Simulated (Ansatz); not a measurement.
**NH (triplet): how energies converge with the basis set**

The task here is to estimate one member of a computed series from the others.

The runs use Ansatz 0.2.0, Gaussian basis; one geometry, several basis sets.

The runs, in order: PBE0-D4/def2-SVP; ωB97M-V/def2-SVP; PBE0-D4/def2-QZVPP; ωB97M-V/def2-QZVPP; CCSD(T)/cc-pV(D+d)Z; CCSD(T)/cc-pV(T+d)Z; CCSD(T)/cc-pV(Q+d)Z; the functionals' def2-TZVPP values are taken from earlier runs.

### The geometry

The geometry comes from an earlier relaxation with PBE0-D4 in a triple-zeta def2 set; it is a stationary point.

SMILES `[NH]`, 2 atoms, charge 0, spin multiplicity 3.

Atoms are counted from 1 here; the program's logs count them from 0.

Bond lengths: N1–H2 1.040 Å.

The first run:

in.yaml

```yaml
crystal:
  periodic: [false, false, false]
  atoms:
    - {symbol: N, position_ang: [0.000000, 0.000000, -0.001734]}
    - {symbol: H, position_ang: [-0.000000, -0.000000, 1.037944]}
basis:
  gaussian: {orbitals: def2-SVP}
magnetization: {spin_polarized: true, initial_magnetization: 2}
hamiltonian: {xc: pbe0, dispersion: d4}
output: {orbitals: {seedname: orbitals}}
```

Command:

```sh
$ ansatz run in.yaml --threads 2 --pin off --events-out ev --progress --plain --max-ram 22528MiB --backend cpu
```

Steps of the session up to this table: PBE0-D4 in def2-SVP; ωB97M-V in def2-SVP; PBE0-D4 in def2-QZVPP; ωB97M-V in def2-QZVPP.

One table of the session follows, with a row left open; its other results are not shown here.

It belongs to the step «Density functionals: the series». 

```
functional       basis  HOMO (eV)  LUMO (eV)
   PBE0-D4    def2-SVP      -9.47      -1.91
   PBE0-D4  def2-TZVPP      -9.71      -2.42
   PBE0-D4  def2-QZVPP      -9.75      -2.51
   ωB97M-V    def2-SVP     -11.66       0.46
   ωB97M-V  def2-TZVPP     -11.94      -0.27
   ωB97M-V  def2-QZVPP          ?          ?
```

**Question.** Estimate the row for ωB97M-V, def2-QZVPP.

The run gave: HOMO (eV): -11.98; LUMO (eV): -0.45. In the column «HOMO (eV)» it is the lowest.
